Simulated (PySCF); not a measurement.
# 2p core levels of `C=N[SiH3]`

Compound: CH5NSi.
Geometry (PBE0-D3(BJ)/def2-SVP, Å), atoms numbered from 1 in this order:
```xyz
8
CH5NSi angstrom
C      1.4865   -0.1659    0.3879
N      0.3668   -0.7403    0.3024
Si    -1.1118    0.0183   -0.2657
H      2.3730   -0.7163    0.7564
H      1.6752    0.8959    0.1134
H     -0.9115    1.4578   -0.6489
H     -1.5982   -0.7477   -1.4486
H     -2.1237   -0.0685    0.8258
```

The calculation used delta-SCF UKS SCAN, pcX-2 on the ionised atom, pcseg-1 elsewhere, spin-free X2C in PySCF 2.14.0. These are vertical core ionisation energies against the vacuum level, from separate self-consistent calculations with and without the core hole. Spin–orbit and ligand-field terms were added within each 2p shell after the spin-free SCF. The splitting includes the ligand field, and 2p3/2 is the mean of two sublevels.

Task: Give the 2p3/2 and 2p1/2 binding energies and the splitting.

Result: 
```csv
atom,environment,2p3/2 (eV),2p1/2 (eV),splitting (eV),mean of the shell (eV)
Si3,SiH3 silicon,107.13,107.76,0.63,107.34
```

Task: What are the 1s binding energies of the same atoms?

Result: Si3 1846.95 eV.

Task: Which Kα1 and Kα2 emission energies and wavelengths follow?

Result: The photon carries the difference of the 1s-hole and 2p-hole states, both at the ground state's geometry; λ = 12398.42 eV Å/E.

```json
{"atom": "Si3", "Kα1 (eV)": "1739.82", "Kα2 (eV)": "1739.19", "λ(Kα1) (Å)": "7.1263", "λ(Kα2) (Å)": "7.1288"}
```

Task: And the 1s levels of the other atoms?

Result: C1 (C=N carbon) 292.29 eV; N2 (C=N nitrogen) 404.66 eV.

Isolated species at its PBE0-D3(BJ)/def2-SVP geometry, gas phase.
